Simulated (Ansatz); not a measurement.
# CH₂OS₂: one species, many methods

The task here is to estimate one member of a computed series from the others.

Program: Ansatz 0.2.0, Gaussian basis. Level of theory: functionals in def2-TZVPP, the program's frozen cores in correlated methods. These are calculated values, not measurements.

Plan: LDA (SPW92), PBE-D4, revPBE-D4, BLYP-D4, r2SCAN-D4, B97M-V, PBE0-D4, B3LYP-D4, r2SCANh-D4, r2SCAN0-D4, HSE06-D4, BHLYP-D4, CAM-B3LYP-D4, LC-ωPBE, ωB97X-V, ωB97M-V, B2PLYP, PBE-QIDH; CCSD(T)/def2-SVP; CCSD(T)/def2-TZVPP; MP2/def2-QZVPP; extrapolation to the limit; RPA on PBE.

## The geometry

All runs share one geometry, relaxed beforehand with PBE0-D4 in a triple-zeta def2 set.

SMILES `O=CSS`, 6 atoms, charge 0, spin multiplicity 1.

Atoms are counted from 1 here; the program's logs count them from 0.

Bond lengths: O1–C2 1.190 Å, C2–S3 1.780 Å, C2–H5 1.108 Å, S3–S4 2.035 Å, S4–H6 1.346 Å. Angles: O1–C2–S3 127.1°, O1–C2–H5 124.1°, S3–C2–H5 108.8°, C2–S3–S4 103.4°, S3–S4–H6 97.6°.

The first run:

in.yaml

```yaml
crystal:
  periodic: [false, false, false]
  atoms:
    - {symbol: O, position_ang: [0.734368, -0.687219, 1.252423]}
    - {symbol: C, position_ang: [0.962796, -0.575008, 0.089934]}
    - {symbol: S, position_ang: [0.076182, 0.424625, -1.086675]}
    - {symbol: S, position_ang: [-1.279436, 1.415385, 0.062551]}
    - {symbol: H, position_ang: [1.780546, -1.106620, -0.436225]}
    - {symbol: H, position_ang: [-2.232356, 0.464837, 0.071692]}
basis:
  gaussian: {orbitals: def2-TZVPP}
hamiltonian: {xc: lda}
output: {orbitals: {seedname: orbitals}}
```

Launch:

```sh
> ansatz run in.yaml --threads 2 --pin off --events-out ev --progress --plain --max-ram 4352MiB
```

Steps of the session up to this table: LDA; PBE-D4 (GGA); revPBE-D4 (GGA); BLYP-D4 (GGA); r2SCAN-D4 (meta-GGA); B97M-V (meta-GGA); PBE0-D4 (hybrid); B3LYP-D4 (hybrid); r2SCANh-D4 (hybrid); r2SCAN0-D4 (hybrid); HSE06-D4 (hybrid); BHLYP-D4 (hybrid); CAM-B3LYP-D4 (range-separated); LC-ωPBE (range-separated); ωB97X-V (range-separated); ωB97M-V (range-separated); B2PLYP (double hybrid); PBE-QIDH (double hybrid).

One of the session's tables, all rows but one given; the rest of the session is left out.

It belongs to the step «Orbital energies across the functionals». 

```
  functional  HOMO (eV)  gap (eV)
 LDA (SPW92)      -6.43      3.90
      PBE-D4          ?         ?
   revPBE-D4      -6.22      4.02
     BLYP-D4      -6.15      4.01
   r2SCAN-D4      -6.55      4.45
      B97M-V      -6.66      4.69
     PBE0-D4      -7.59      6.34
    B3LYP-D4      -7.36      5.88
  r2SCANh-D4      -7.04      5.32
  r2SCAN0-D4      -7.77      6.62
    HSE06-D4      -7.19      5.55
    BHLYP-D4      -8.75      8.66
CAM-B3LYP-D4      -8.93      8.87
     LC-ωPBE     -10.28     11.41
     ωB97X-V      -9.93     10.98
     ωB97M-V      -9.77     10.72
```

**Question.** Estimate the row for PBE-D4.

The run gave: HOMO (eV): -6.28; gap (eV): 4.00. In the column «HOMO (eV)» it lies between LDA (SPW92) (-6.43) and revPBE-D4 (-6.22).
